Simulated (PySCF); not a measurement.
Compound: C₅H₁₁N.
SMILES with atom numbers: `[CH3:1][N:2]1[CH2:3][CH2:4][CH2:5][CH2:6]1` (hydrogens: H7, H8, H9 on C1; H10, H11 on C3; H12, H13 on C4; H14, H15 on C5; H16, H17 on C6)

Cartesian coordinates in Å at the PBE0-D3(BJ)/def2-TZVP level; atoms count from 1:
```
atom  x, y, z in Å
C1     2.0126   -0.3166   -0.4754
N2     0.7792   -0.0241    0.1991
C3    -0.1646   -1.1230    0.2095
C4    -1.4903   -0.4843    0.6373
C5    -1.2851    1.0244    0.3932
C6     0.0415    1.0931   -0.3496
H7     1.8618   -0.5908   -1.5366
H8     2.6747    0.5516   -0.4407
H9     2.5215   -1.1482    0.0181
H10    0.1742   -1.9164    0.8809
H11   -0.2652   -1.5662   -0.8000
H12   -2.3200   -0.8834    0.0518
H13   -1.7097   -0.6849    1.6865
H14   -2.1015    1.4783   -0.1703
H15   -1.2020    1.5550    1.3432
H16    0.5823    2.0303   -0.1957
H17   -0.1192    0.9731   -1.4395
```

Theory: PBE0-D3(BJ)/def2-TZVP geometry optimisation, gas phase (PySCF 2.14.0).

Masses are those of the commonest isotopes; rigid-rotor values at the optimised geometry. The values belong to one conformer with, in the numbering `[CH3:1][N:2]1[CH2:3][CH2:4][CH2:5][CH2:6]1`, C1–N2–C3–C4 -166°, N2–C3–C4–C5 18°, C3–C4–C5–C6 9°, C4–C5–C6–N2 -32°.

(1) What are A, B and C (cm⁻¹)?

(2) Classify the top.

(3) Is it planar, by Δ = Ic − Ia − Ib?

(4) Where do the levels up to J = 5 lie, in cm⁻¹?

(5) Which types of transition are allowed, and where do some lines up to J = 2 fall?

## Answers

(1) Ia = 75.23, Ib = 158.41, Ic = 212.81 u·Å²; 505379 MHz·u·Å²/I gives 6718, 3190 and 2375 MHz, that is A = 0.22409, B = 0.10642, C = 0.07922 cm⁻¹.

(2) An asymmetric top; Ray's κ = -0.624.

(3) Not planar: Δ = Ic − Ia − Ib = -20.83 u·Å². For a rigid frame Δ = −2 Σ m c², so Σ m c² = 10.41 u·Å² lies off the ab plane: 8.11 from hydrogen and 2.31 from heavier atoms. The atom farthest from that plane is 1.30 Å away.

(4) Above 0(0,0):
J = 1: 1(0,1) 0.1856, 1(1,1) 0.3033, 1(1,0) 0.3305
J = 2: 2(0,2) 0.5527, 2(1,2) 0.6474, 2(1,1) 0.7290, 2(2,1) 1.0820, 2(2,0) 1.0862
J = 3: 3(0,3) 1.0935, 3(1,3) 1.1610, 3(1,2) 1.3238, 3(2,2) 1.6389, 3(2,1) 1.6593, 3(3,1) 2.2977, 3(3,0) 2.2981
J = 4: 4(0,4) 1.7989, 4(1,4) 1.8419, 4(1,3) 2.1111, 4(2,3) 2.3782, 4(2,2) 2.4355, 4(3,2) 3.0476, 4(3,1) 3.0504, 4(4,1) 3.9600, 4(4,0) 3.9600
J = 5: 5(0,5) 2.6627, 5(1,5) 2.6874, 5(1,4) 3.0844, 5(2,4) 3.2970, 5(2,3) 3.4185, 5(3,3) 3.9864, 5(3,2) 3.9974, 5(4,2) 4.8975, 5(4,1) 4.8978, 5(5,1) 6.0703, 5(5,0) 6.0703
The levels of one J sum to (2J + 1)J(J + 1)(A + B + C)/3.

(5) The dipole components are |μa| = 0.12 D, |μb| = 0.00 D, |μc| = 0.45 D. The squared components, which scale the intensities, stand as 0.08 : 0.00 : 1.00 (a : b : c). Some lines, for components of 0.1 D or more:

```json
{"type": "a", "branch": "Q", "J(Ka,Kc)": "1(1,0) ← 1(1,1)", "MHz": "816", "lower level (cm⁻¹)": "0.303"}
{"type": "a", "branch": "Q", "J(Ka,Kc)": "2(1,1) ← 2(1,2)", "MHz": "2447", "lower level (cm⁻¹)": "0.647"}
{"type": "c", "branch": "Q", "J(Ka,Kc)": "2(1,2) ← 2(0,2)", "MHz": "2838", "lower level (cm⁻¹)": "0.553"}
{"type": "c", "branch": "Q", "J(Ka,Kc)": "1(1,1) ← 1(0,1)", "MHz": "3528", "lower level (cm⁻¹)": "0.186"}
{"type": "a", "branch": "R", "J(Ka,Kc)": "1(0,1) ← 0(0,0)", "MHz": "5565", "lower level (cm⁻¹)": "0.000"}
{"type": "c", "branch": "R", "J(Ka,Kc)": "1(1,0) ← 0(0,0)", "MHz": "9908", "lower level (cm⁻¹)": "0.000"}
{"type": "a", "branch": "R", "J(Ka,Kc)": "2(1,2) ← 1(1,1)", "MHz": "10315", "lower level (cm⁻¹)": "0.303"}
{"type": "c", "branch": "Q", "J(Ka,Kc)": "2(2,1) ← 2(1,1)", "MHz": "10583", "lower level (cm⁻¹)": "0.729"}
{"type": "a", "branch": "R", "J(Ka,Kc)": "2(0,2) ← 1(0,1)", "MHz": "11005", "lower level (cm⁻¹)": "0.186"}
{"type": "a", "branch": "R", "J(Ka,Kc)": "2(1,1) ← 1(1,0)", "MHz": "11946", "lower level (cm⁻¹)": "0.331"}
{"type": "c", "branch": "R", "J(Ka,Kc)": "2(1,1) ← 1(0,1)", "MHz": "16289", "lower level (cm⁻¹)": "0.186"}
{"type": "c", "branch": "R", "J(Ka,Kc)": "2(2,0) ← 1(1,0)", "MHz": "22655", "lower level (cm⁻¹)": "0.331"}
{"type": "c", "branch": "R", "J(Ka,Kc)": "2(2,1) ← 1(1,1)", "MHz": "23345", "lower level (cm⁻¹)": "0.303"}
```

No frequency check. Zero-point vibration and centrifugal distortion are left out. A rigid rotor knows nothing of internal rotation, which can split or shift real lines. Quadrupole hyperfine structure (14N) is left out.

Time: 3.3 min of wall time; peak memory 1.2 GiB. Hardware: Arm Neoverse V1, one thread, shared host with 32 logical CPUs at a one-minute load of 10. This is the geometry optimisation.
